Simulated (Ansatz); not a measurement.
A made-up structure of C₂H₃S (charge -1), singlet:

```tsv
atom	x (Å)	y (Å)	z (Å)
C1	0.0005	-0.9656	0.4032
C2	0.2265	0.4643	0.0963
S3	-1.5435	0.0850	-0.0553
H4	0.1906	-1.5247	-0.5309
H5	0.6859	0.8016	-0.8407
H6	0.3521	-1.7503	1.0232
```

It is relaxed with PBE-D4/def2-SVPD and then PBE0-D4/def2-TZVPD (Ansatz 0.2.0). Atoms count as bonded within 1.22 times the sum of their covalent radii (H–H: 0.88 Å). The end point is not checked to be a true minimum.

Problem. Does its bonding change? (A judgement: the text doesn't fix the answer.)

Solution. The calculation gives: No: no bond forms or breaks.

Where it ends: The first stage lowers the energy by 1.27 eV in 8 steps. It ends as C₂H₃S ([CH]1[CH2][S]1), total charge -1:
C1  (0.056, -0.972, 0.191)
C2  (0.359, 0.476, 0.210)
S3  (-1.492, -0.028, 0.079)
H4  (0.250, -1.605, -0.683)
H5  (0.599, 0.764, -0.830)
H6  (0.141, -1.525, 1.129)
(Å)

Labels in which every atom is bracketed show which atoms are joined, not bond orders.

For scale, one of the runs: PBE0-D4/def2-TZVPD relaxation, 147 basis functions, launched by `ansatz run in.yaml --threads 2 --pin off --events-out ev --progress --plain --max-ram 4352MiB`. Hardware: 2 CPU threads of an Intel Xeon Platinum 8375C, shared host. Wall time about 21 s.
